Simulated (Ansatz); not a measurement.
A nudged elastic band was laid between two geometries of BH3O + H2 (7 atoms, charge 0, multiplicity 1).

Computed with Ansatz 0.2.0, RKS B3LYP/def2-SVPD.

```json
{
  "movable images": "7",
  "climbing image": "yes",
  "spring": "5.0 eV/Å²",
  "optimiser": "fire",
  "start path": "through a guess of the saddle point",
  "force threshold": "0.05 eV/Å",
  "iteration limit": "60",
  "end points": "relaxed",
  "largest step": "0.02 Å"
}
```

First end point:

```xyz
7
Properties=species:S:1:pos:R:3
B -0.081 -0.462 0.224
O -0.119 -0.941 1.488
H -1.002 -0.998 1.869
H 1.000 -0.372 -0.294
H -1.099 -0.152 -0.346
H -0.024 2.700 0.519
H 0.536 2.505 0.996
```

Last end point:

```xyz
7
Properties=species:S:1:pos:R:3
B -0.139 0.374 -0.100
O 0.025 -0.025 1.568
H -0.828 0.060 2.017
H 0.990 0.198 -0.500
H -0.965 -0.437 -0.456
H -0.515 1.530 -0.072
H 0.643 0.582 1.999
```

Problem. What changes between the two ends?

Solution. Bonds broken: H6–H7. Bonds formed: B1–H6, O2–H7. BH3O + H2 becomes BH5O.

Problem. Give the energies along the band, and the barrier.

Solution. It converged. The highest image is number 4 of 0 to 8, 162.8 kJ/mol above the first end and 94.6 kJ/mol above the last; the last end lies 68.2 kJ/mol above the first. Another band between the same ends (7 images) ends at a top of the same energy, where a vibrational analysis finds 1 clearly imaginary mode. The orbitals stay closed-shell, which can raise the energy where a bond breaks towards radicals; this wasn't checked here.

```tsv
image	path coordinate (Å)	energy (kJ/mol)	H6–H7 (Å)	B1–H6 (Å)	O2–H7 (Å)
0	0.00	0.0	0.76	3.18	3.54
1	0.61	1.5	0.76	2.78	2.95
2	1.22	12.5	0.76	2.32	2.44
3	1.84	62.0	0.77	1.79	1.90
4	2.45	162.8	1.03	1.35	1.27
5	2.93	100.4	1.57	1.24	0.99
6	3.41	71.5	2.16	1.22	0.97
7	3.89	69.1	2.41	1.22	0.97
8	4.38	68.2	2.56	1.22	0.97
```

Problem. What is the geometry of the highest image?

Solution. 
```xyz
7
Properties=species:S:1:pos:R:3:forces:R:3
B 0.002 0.228 0.111 0.00 0.00 0.00
O 0.021 -0.128 1.660 0.00 0.00 0.00
H -0.858 -0.386 1.963 0.00 0.00 0.00
H 1.032 -0.069 -0.430 0.00 0.00 0.00
H -1.059 0.014 -0.415 0.00 0.00 0.00
H 0.058 1.556 0.329 0.00 0.00 0.00
H 0.016 1.066 1.238 0.00 0.00 0.00
```

The run took 3.8 min on 2 threads of AMD EPYC 7B13 (Zen 3) (shared host), peak memory 0.15 GiB.
